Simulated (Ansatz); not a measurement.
# Li2 (singlet): the correlation ladder, cc-pVTZ

An exercise on one series of results from a longer session: the logs are not shown, and one member is left open.

The runs use Ansatz 0.2.0, Gaussian basis; cc-pVTZ, core rule «outside noble gas», up to 2 orbitals frozen.

To be run: UHF; CCSD(T) on RHF; BCCD(T) on RHF; CASSCF and MRCISD+Q, 2 electrons in 8 orbitals; CASSCF and NEVPT2, 2 electrons in 8 orbitals.

53 further runs of the same task are left out: 6 for a known fault of the program, 3 that didn't finish, 44 set aside as unsound or not needed.

### What is computed

The geometry is an MP2(full)/6-31G* stationary point (not a proven minimum).

2 atoms, charge 0, spin multiplicity 1.

Atoms are counted from 1 here; the program's logs count them from 0.

No contacts short enough for the rule that draws bonds.

The first run:

Contents of in.yaml:

```yaml
crystal:
  periodic: [false, false, false]
  atoms:
    - {symbol: Li, position_ang: [0.000000, 0.000000, 0.000000]}
    - {symbol: Li, position_ang: [0.000000, 0.000000, 2.773060]}
basis:
  gaussian: {orbitals: cc-pVTZ}
magnetization: {spin_polarized: true, initial_magnetization: 0}
hamiltonian: {xc: hf}
output: {orbitals: {seedname: orbitals}}
```

Started as:

```
$ ansatz run in.yaml --threads 1 --pin off --events-out ev --progress --plain --max-ram 2502MiB
```

Steps of the session up to this table: UHF; CCSD(T) on RHF; BCCD(T) on RHF; CASSCF and MRCISD+Q, 2 electrons in 8 orbitals; CASSCF and NEVPT2, 2 electrons in 8 orbitals.

One table of the session follows, with a row left open; its other results are not shown here.

```
          method  from RCCSD(T) (meV)
             RHF               +854.3
             UHF               +827.0
            RMP2               +285.8
           RCCSD                  0.0
        RCCSD(T)                    0
         BCCD(T)                  0.0
  CASSCF valence                    ?
  NEVPT2 valence                 +2.7
  MRCISD valence                 +0.1
MRCISD+Q valence                 +0.1
```

Estimate the missing values for CASSCF valence.

As computed: from RCCSD(T) (meV): +7.7. In the column «from RCCSD(T) (meV)» it lies between NEVPT2 valence (+2.7) and RMP2 (+285.8).

With the free atoms at the same levels and basis (separate runs), the atomisation energy is 1.025 eV at RCCSD(T), 0.171 eV at RHF.

To keep in mind: Warnings: restricted reference is unstable; spin contamination.
